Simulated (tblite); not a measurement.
Acetylene cation, C2H2 (charge +1 and doublet state).
Numbering: `[CH:1]=[CH+:2]` (hydrogens: H3 on C1; H4 on C2)
Bond orders are those of one Lewis drawing.

Computed with GFN2-xTB (tblite), gas phase: L-BFGS steps from a force-field or distance-geometry start until the largest atomic force falls under 0.01 eV/Å.

At the end of the run (lengths in Å): C1=C2 1.224, C2–H4 1.088, C1–H3 1.088, C2–C1–H3 165.0°.

**Question.** These geometries were met on the way; a selection of coordinates is given. Order them by energy above the end point, lowest first.
A. C1=C2 1.206, C2–H4 1.066, C1–H3 1.106, C2–C1–H3 159.4°
B. C1=C2 1.274, C2–H4 1.073, C1–H3 1.085, C2–C1–H3 123.9°
C. C1=C2 1.199, C2–H4 1.068, C1–H3 1.093, C2–C1–H3 145.6°
D. C1=C2 1.220, C2–H4 1.089, C1–H3 1.088, C2–C1–H3 130.2°
E. C1=C2 1.219, C2–H4 1.083, C1–H3 1.098, C2–C1–H3 165.8°

**Answer.** E (0.031 eV), A (0.055 eV), C (0.128 eV), D (0.265 eV), B (0.479 eV).

```tsv
step	E above end (eV)	rms distance from the end, all atoms (Å)	largest force (eV/Å)	rms shift of all bonds from the end (Å)
6	0.031	0.068	0.369	0.007
5	0.055	0.085	1.606	0.020
4	0.128	0.138	1.859	0.019
3	0.265	0.205	1.047	0.002
0	0.479	0.230	5.010	0.031
```

Rows stand in the order of the answer.
